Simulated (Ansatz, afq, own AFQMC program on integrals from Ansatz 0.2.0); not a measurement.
# SiHO, doublet: AFQMC among the cluster methods

```yaml
atoms:
  - { symbol: Si, position_ang: [0.0000, 0.0341, 0.6961] }
  - { symbol: O, position_ang: [0.0000, -0.1088, -1.1152] }
  - { symbol: H, position_ang: [0.0000, 0.7770, -1.6952] }
```

Connectivity, by distances: Si–OH.

Basis cc-pVDZ. Noble-gas cores (and the filled d shells of Ga–Kr and In–Xe) are frozen. AFQMC by an in-house program on the Cholesky factors that Ansatz 0.2.0 writes for its CCSD(T) run. The CISD trial takes its coefficients from CCSD amplitudes. Released means that phaseless walkers are propagated on without the constraint, phases kept. Uncertainties: one standard error, sampling alone.

Determinant: UHF, the one that the program's search chose, which needn't be the lowest solution. The geometry is a point of a scan.

No full CI on the walks' own integrals is used here; CCSDT(Q) serves as the reference and is uncertain by about the last step of the cluster series.

- T1 diagnostic: 0.0263
- weight of the determinant in the CISD state: 0.877
- ⟨S²⟩ of the determinant: 0.770
- size of the correlated space: 11 electrons in 31 orbitals

```json
{"level": "MP2", "correlation energy (eV)": "-7.0582"}
{"level": "CCSD", "correlation energy (eV)": "-7.5782"}
{"level": "CCSD(T)", "correlation energy (eV)": "-7.7986"}
```

Estimate where phaseless AFQMC with a CISD trial lies against CCSD(T) on the same integrals.

46.1 ± 23.6 meV below CCSD(T). The gap is under twice the noise, so this walk alone can't tell the two apart.

Reference: CCSDT(Q), correlation energy -7.850 eV. The released energy is read at 2.40 1/Eh (meV from the phaseless value at times in 1/Eh: 12 ± 18 at 0.24, -9 ± 24 at 0.51, -31 ± 19 at 0.99, 4 ± 18 at 1.62, -17 ± 31 at 2.40).

| level | E − E(reference) (meV) | share of correlation (%) |
| --- | --- | --- |
| CCSD(T) | 51.2 | 99.35 |
| CCSDT | 30.3 | 99.61 |
| ph-AFQMC/CISD | 5.1 ± 23.6 | 99.94 |
| released AFQMC | -12.2 ± 31.4 | 100.16 |

A walk keeps the symmetry of its determinant, which the program's search chose and which needn't be the lowest solution, so a lower state of the same spin and another symmetry isn't excluded. Released energies are given only where the last usable release times agree within the noise; a slower fall can still hide under it.
